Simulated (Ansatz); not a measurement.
**A relaxation, step by step**

SiHOF, singlet, PBE0-D4/def2-TZVP (Ansatz 0.2.0). Settings:

```yaml
hamiltonian: {xc: pbe0, dispersion: d4}
relax: {f_tol: 0.005, max_steps: 200}
```

Start, a step off a saddle point along its unstable mode:

```json
{"atom": "H1", "x (Å)": "-1.0331", "y (Å)": "-0.2360", "z (Å)": "1.0252"}
{"atom": "O2", "x (Å)": "-0.8365", "y (Å)": "0.5363", "z (Å)": "-0.8712"}
{"atom": "Si3", "x (Å)": "0.1355", "y (Å)": "-0.0493", "z (Å)": "0.0603"}
{"atom": "F4", "x (Å)": "1.7342", "y (Å)": "-0.2510", "z (Å)": "-0.2145"}
```

```
step  energy less the last (meV)  largest force component (eV/Å)
   1                      1363.4                           2.971
   2                       566.0                           1.537
   3                        87.9                           0.734
   4                        17.0                           0.827
   5                         1.6                           0.259
   6                         0.3                           0.069
   7                         0.0                           0.006
   8                         0.0                           0.000
```

Step 5, positions (Å) and forces (eV/Å):

| atom | x | y | z | Fx | Fy | Fz |
| --- | --- | --- | --- | --- | --- | --- |
| H1 | -0.626 | -0.411 | 1.242 | 0.024 | 0.033 | -0.089 |
| O2 | -0.783 | 0.675 | -1.211 | 0.096 | -0.131 | 0.259 |
| Si3 | -0.065 | 0.033 | -0.048 | -0.096 | 0.108 | -0.205 |
| F4 | 1.475 | -0.296 | 0.016 | -0.023 | -0.011 | 0.035 |

Step 6, positions (Å) and forces (eV/Å):

```tsv
atom	x	y	z	Fx	Fy	Fz
H1	-0.625	-0.407	1.232	0.004	0.010	-0.025
O2	-0.793	0.673	-1.203	0.036	-0.004	-0.008
Si3	-0.060	0.035	-0.054	-0.032	-0.023	0.069
F4	1.478	-0.301	0.025	-0.008	0.017	-0.037
```

Step 7, positions (Å) and forces (eV/Å):

```csv
atom,x,y,z,Fx,Fy,Fz
H1,-0.626,-0.408,1.233,-0.003,-0.002,0.006
O2,-0.789,0.672,-1.203,-0.001,0.001,-0.002
Si3,-0.062,0.034,-0.051,0.003,0.001,-0.004
F4,1.477,-0.299,0.021,0.001,0.000,0.000
```

Last step (8):

```tsv
atom	x (Å)	y (Å)	z (Å)
H1	-0.6263	-0.4077	1.2333
O2	-0.7887	0.6724	-1.2031
Si3	-0.0615	0.0338	-0.0507
F4	1.4766	-0.2986	0.0204
```

Hardware: 2 CPU threads of an AMD EPYC 7R43, shared host. Wall time about 15 s.
